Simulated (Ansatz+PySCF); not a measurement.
Values are calculated unless marked as measured or tabulated.
## Ansatz (development build ahead of 0.2.0) run

```yaml
crystal:
  periodic: [false, false, false]
  atoms:
    - { symbol: O, position_ang: [0.0, 0.0, -0.59414] }
    - { symbol: O, position_ang: [0.0, 0.0, 0.59414] }
    - { symbol: O, position_ang: [10.0, 0.0, -0.59414] }
    - { symbol: O, position_ang: [10.0, 0.0, 0.59414] }
basis:
  gaussian: { orbitals: STO-3G }
magnetization:
  initial_magnetization: 4
hamiltonian:
  xc: hf
scf:
  omitted_lower_state_checks: [starts, atomic_configurations, cluster_reference, orbital_swaps, given_window_search, neighbouring_geometries, increment]
```

The input is written out in the form of the current development build from the run's settings.

Results

* Converged: yes
* Total energy: -295.26085 hartree
* Spin squared of the determinant: 6.000
* Stability test: minimum among restricted orbitals

Caution: the determinant breaks the point group.
